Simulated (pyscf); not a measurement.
**Four-centre exchange: `[CH3][SiH3]` + `[H][H]` -> `[CH3][SiH3]` + `[H][H]`**

Gas phase, singlet surface, charge 0. Bonds broken: Si2–H9, H6–H10. Bonds formed: Si2–H6, H9–H10. PySCF, gas phase, ωB97X-D3(BJ)/def2-SVP geometries.

Transition state (Å):

```xyz
10

C     -1.3896    -0.9552     0.3589
Si    -0.1130     0.2482    -0.3264
H     -1.0526    -1.9846     0.1415
H     -2.3587    -0.8134    -0.1483
H     -1.5419    -0.8303     1.4419
H     -0.9010     1.5121     0.6336
H      1.1551     0.3629     0.4363
H      0.1460    -0.3509    -1.6912
H      0.1070     1.7873    -1.1640
H     -0.4694     1.8649    -0.2998
```

One imaginary mode, 1787i cm⁻¹; descent along it reached the two sides named.

```
bond    change  reactant side (Å)  saddle  product side
------  ------  -----------------  ------  ------------
Si2–H9  breaks              1.495   1.766           3.8
H6–H10  breaks              0.760   1.087           2.9
Si2–H6   forms                3.8   1.772         1.494
H9–H10   forms                2.9   1.042         0.760
```

Electronic energies relative to the separated reactants (kcal/mol):

```tsv
level	barrier	reaction energy	reverse barrier
ωB97X-D3(BJ)/def2-TZVP	68.7	0.0	68.7
PBE/def2-TZVP	61.0	0.0	61.0
r²SCAN/def2-TZVP	63.8	0.0	63.8
B3LYP-D3(BJ)/def2-TZVP	67.4	0.0	67.4
PBE0-D3(BJ)/def2-TZVP	63.4	0.0	63.4
M06-2X/def2-TZVP	70.6	0.0	70.6
ωB97M-D3(BJ)/def2-TZVP	67.7	0.0	67.7
HF/def2-TZVP	84.0	0.0	84.0
```

With ωB97M-D3(BJ)/def2-TZVP energies and thermal terms (ideal gas, 1 atm, RRHO with modes under 100 cm⁻¹ raised to 100, one conformer, R ln 2 for chiral ones without a mode under 150 cm⁻¹), in kcal/mol:

```
T (K)   ΔH‡   ΔG‡   ΔH   ΔG
-----  ----  ----  ---  ---
298    67.8  75.1  0.0  0.0
600    66.9  82.9  0.0  0.0
900    66.7  90.9  0.0  0.0
1200   67.0  99.0  0.0  0.0
```

At the saddle there is also a short H–Si contact that neither side keeps. One saddle was located; it need not be the lowest between these sides.
